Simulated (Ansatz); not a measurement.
Molecule: OCl, net charge 0, doublet state. SMILES: [O]Cl
Coordinates optimised at B3LYP-D3(BJ)/def2-TZVP (Ansatz, a program for electronic structure):
```
Cl
O 1 1.5797
```
Charge 0, spin multiplicity 2.

Atomisation energy built up term by term with Ansatz (kcal/mol; UHF references for open shells; valence terms freeze the core; atomic spin-orbit terms are left out). CBS(X,Y): correlation extrapolated as X^-3; Hartree-Fock from the larger set (for Q and 5 zeta extrapolated as (X+1)exp(-9√X)).

| term | basis | kcal/mol |
|---|---|---|
| Hartree-Fock | CBS(cc-pV(Q+d)Z,cc-pV(5+d)Z) | 6.33 |
| CCSD correlation | CBS(cc-pV(Q+d)Z,cc-pV(5+d)Z) | 51.86 |
| (T) | CBS(cc-pV(Q+d)Z,cc-pV(5+d)Z) | 6.41 |
| CCSDT - CCSD(T) | cc-pV(D+d)Z | 0.35 |
| (Q) | cc-pV(D+d)Z | 0.48 |
| core correlation | cc-pwCVTZ | 0.33 |
| scalar relativity (X2C) | cc-pVTZ-DK against cc-pVTZ | -0.21 |
| sum: De |  | 65.5 |

(T) makes 9.9 % of the CCSD(T) atomisation energy.
